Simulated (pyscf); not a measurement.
[O=Al]• + H₂O -> •O–AlH–OH, an insertion (doublet surface; H–O broken, Al–O, Al–H formed). Structures and frequencies: ωB97X-D3(BJ)/def2-SVP in PySCF. Energies in kcal/mol from the separated reactants.

Small-basis levels: PySCF, no dispersion term, spherical d functions. Open shells are spin-unrestricted. 

Question: In single points B3LYP/6-31G* puts the saddle at 12.2 kcal/mol and the reaction energy at -40.7 kcal/mol. Should these be trusted to within a few kcal/mol? Compare with ωB97M-D3(BJ)/def2-TZVP.

Answer: ωB97M-D3(BJ)/def2-TZVP gives ΔE‡ = 14.7 kcal/mol and ΔE = -40.7 kcal/mol. B3LYP/6-31G* lies 2.5 kcal/mol under it in the barrier and 0.1 kcal/mol under it in the reaction energy, so on this step it holds to within 3.0 kcal/mol. ωB97M-D3(BJ)/def2-TZVP has limits of its own. On the reactant side the descent ends in an adduct with a Al–O contact, 19.4 kcal/mol under the separated species and 32.0 kcal/mol under the saddle at ωB97X-D3(BJ)/def2-TZVP. What is counted as formed (Al–O) is already present as a longer contact in the reactant adduct; forming that adduct is a step of its own. At ωB97X-D3(BJ) the barrier from the zero used here is 12.7 kcal/mol. •O–AlH–OH lies 33.8 kcal/mol over its isomer [HO–Al–OH]• (electronic energy, ωB97M-D3(BJ)). This is the saddle that the search found; another between the same sides may lie lower. The term symbol of open-shell O=Al was not checked; spin-orbit terms are left out.
